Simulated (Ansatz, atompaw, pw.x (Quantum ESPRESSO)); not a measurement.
# Equation-of-state test of one PAW (atompaw) potential (W (Z = 74))

* Element: tungsten (W)
* Generator: atompaw 4.2.0.5
* Type: PAW
* Functional: PBE
* Relativity: scalar-relativistic
* Frozen core: [Kr] 4d10
* Valence charge: 28
* Reference configuration: 4f13 5s2 5p6 5d5 6s2 6p0
* Partial waves: 5s (bound); 6s (bound); 5p (bound); 6p (bound, empty); 5d (bound); 5d channel at 2.6 Ry; 4f (bound); 4f channel at -2.5 Ry
* Local potential: troulliermartins scheme with l = 4 at -0.5 Ry, radius 2.20 bohr
* Core correction: smooth core density matched at 1.25 bohr
* Augmentation charge: sinc compensation charge, radius 2.10 bohr; PAW radius 2.45 bohr; waves and projectors: bloechl

Crystal test: bcc W in pw.x 7.5, no spin, 14³ k-points, Fermi–Dirac smearing 0.01 Ry, cutoffs 85/850 Ry. The reference is all-electron LAPW (Ansatz 0.2.0) with the same functional, mesh and smearing; V0 and B0 come from Birch–Murnaghan fits to the pressures at five volumes. Errors are pseudo minus all-electron; Δ is the rms difference of the E(V) curves that follow from these fits, minima aligned, over ±6 % about the mean V0. Mesh and smearing are coarse, so the numbers serve the comparison and aren't converged zero-temperature values; the lattice is a test structure that the element need not adopt.

All-electron: a0 = 3.184 Å (V0 = 16.15 Å³/atom), B0 = 300.6 GPa.

Question: How far does the potential miss the all-electron equation of state?

Answer: mean pressure error (GPa): +0.51; a0 (Å): 3.186; a0 error (%): +0.05; B0 error (%): +0.4; Δ (meV/atom): 1.8.

| V (Å³/atom) | P all-electron (GPa) | P pseudo (GPa) |
| --- | --- | --- |
| 15.323 | 17.51 | 18.20 |
| 15.727 | 8.35 | 8.92 |
| 16.130 | 0.30 | 0.81 |
| 16.533 | -6.79 | -6.37 |
| 16.936 | -13.02 | -12.67 |

Question: At the middle volume, how do free energy and pressure move when the wave cutoff is lowered (ecutrho held at 850 Ry)?

Answer:

```
cutoff (Ry)  shift of F (meV/atom)  shift of P (GPa)
         38                 +428.1            -13.00
         51                  +42.1             -1.97
         68                   +1.6             -0.10
```

Input at the middle volume:

```
&control
  calculation='scf', prefix='x', pseudo_dir='./', outdir='./tmp', tstress=.true., disk_io='low'
/
&system
  ibrav=0, nat=1, ntyp=1, ecutwfc=85, ecutrho=850, nbnd=23,
  occupations='smearing', smearing='fd', degauss=0.01
/
&electrons
  conv_thr=1e-09, mixing_beta=0.4, electron_maxstep=70
/
ATOMIC_SPECIES
W 1.0 W.UPF
CELL_PARAMETERS angstrom
  -1.59168867 1.59168867 1.59168867
  1.59168867 -1.59168867 1.59168867
  1.59168867 1.59168867 -1.59168867
ATOMIC_POSITIONS crystal
W 0.0000 0.0000 0.0000
K_POINTS automatic
14 14 14 0 0 0
```

```bash
pw.x < W.scf.in > W.scf.out
```

Lines of the output:

```
Message from routine setup:
     using ibrav=0 with symmetry is DISCOURAGED, use correct ibrav instead
     lattice parameter (alat)  =       5.2098  a.u.
     unit-cell volume          =     108.8506 (a.u.)^3
     number of electrons       =        28.00
     number of Kohn-Sham states=           23
     kinetic-energy cutoff     =      85.0000  Ry
     charge density cutoff     =     850.0000  Ry
     scf convergence threshold =      1.0E-09
     Exchange-correlation= SLA PW PBX PBC
     number of k points=   104  Fermi-Dirac smearing, width (Ry)=  0.0100
     iteration #  1     ecut=    85.00 Ry     beta= 0.40
     total energy              =   -1308.61405295 Ry
     estimated scf accuracy    <       0.04840253 Ry
     iteration #  2     ecut=    85.00 Ry     beta= 0.40
     total energy              =   -1308.61223750 Ry
     estimated scf accuracy    <       0.01031074 Ry
     iteration #  3     ecut=    85.00 Ry     beta= 0.40
     total energy              =   -1308.58640122 Ry
     estimated scf accuracy    <       0.00815831 Ry
     iteration #  4     ecut=    85.00 Ry     beta= 0.40
     total energy              =   -1308.59035095 Ry
     estimated scf accuracy    <       0.00007786 Ry
     iteration #  5     ecut=    85.00 Ry     beta= 0.40
     c_bands:  1 eigenvalues not converged
     c_bands:  1 eigenvalues not converged
     total energy              =   -1308.59102807 Ry
     estimated scf accuracy    <       0.00008475 Ry
     iteration #  6     ecut=    85.00 Ry     beta= 0.40
     total energy              =   -1308.59053573 Ry
     estimated scf accuracy    <       0.00021365 Ry
     iteration #  7     ecut=    85.00 Ry     beta= 0.40
     total energy              =   -1308.59065216 Ry
     estimated scf accuracy    <       0.00000311 Ry
     iteration #  8     ecut=    85.00 Ry     beta= 0.40
     total energy              =   -1308.59065578 Ry
     estimated scf accuracy    <          9.8E-09 Ry
     iteration #  9     ecut=    85.00 Ry     beta= 0.40
     total energy              =   -1308.59065569 Ry
     estimated scf accuracy    <       0.00000006 Ry
     iteration # 10     ecut=    85.00 Ry     beta= 0.40
     total energy              =   -1308.59065573 Ry
     estimated scf accuracy    <          1.3E-09 Ry
     iteration # 11     ecut=    85.00 Ry     beta= 0.40
     the Fermi energy is    30.9333 ev
!    total energy              =   -1308.59065573 Ry
     estimated scf accuracy    <          2.5E-10 Ry
     smearing contrib. (-TS)   =      -0.00243374 Ry
     The total energy is F=E-TS. E is the sum of the following terms:
     one-electron contribution =    -485.54918111 Ry
     hartree contribution      =     141.24121993 Ry
     xc contribution           =     -47.40878110 Ry
     ewald contribution        =    -474.28456433 Ry
     one-center paw contrib.   =    -442.58691538 Ry
     convergence has been achieved in  11 iterations
          total   stress  (Ry/bohr**3)                   (kbar)     P=        8.09
```

The run at the middle volume (104 k-points, 11 iterations) took about 98 s on one core of a shared host (Intel(R) Xeon(R) Platinum 8259CL CPU @ 2.50GHz, 96 threads, 755 GiB, load 44).
